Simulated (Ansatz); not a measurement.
`CO/C=C(/N)O` and `COC=C(O)O` differ in one atom or group.

Ansatz, PBE0-D4/def2-TZVP geometries, multiplicity 1. Each molecule was computed in one conformer, which needn't be the lowest.

```csv
property,`CO/C=C(/N)O`
HOMO–LUMO gap (PBE0/def2-TZVPP) / eV,6.62
size of the dipole moment (PBE/def2-TZVPP) / D,1.09
HOMO energy (ωB97M-V/def2-TZVPP) / eV,-7.73
HOMO–LUMO gap (B3LYP/def2-TZVPP) / eV,6.06
HOMO–LUMO gap (ωB97M-V/def2-TZVPP) / eV,10.25
LUMO energy (B3LYP/def2-TZVPP) / eV,0.74
```

Problem. What does the change do to each property? (An estimate is asked.)

Solution. The calculation gave: 
| property | `COC=C(O)O` | shift |
| --- | --- | --- |
| HOMO–LUMO gap (PBE0/def2-TZVPP) / eV | 6.94 | 0.32 |
| size of the dipole moment (PBE/def2-TZVPP) / D | 1.02 | -0.07 |
| HOMO energy (ωB97M-V/def2-TZVPP) / eV | -8.05 | -0.32 |
| HOMO–LUMO gap (B3LYP/def2-TZVPP) / eV | 6.36 | 0.30 |
| HOMO–LUMO gap (ωB97M-V/def2-TZVPP) / eV | 10.64 | 0.39 |
| LUMO energy (B3LYP/def2-TZVPP) / eV | 0.75 | 0.01 |

Dipoles are sizes alone; their direction can turn.

Positive LUMOs are unbound, so they and the gaps depend on the basis.

B3LYP here is the variant with VWN-RPA as its local correlation; programs differ in this.
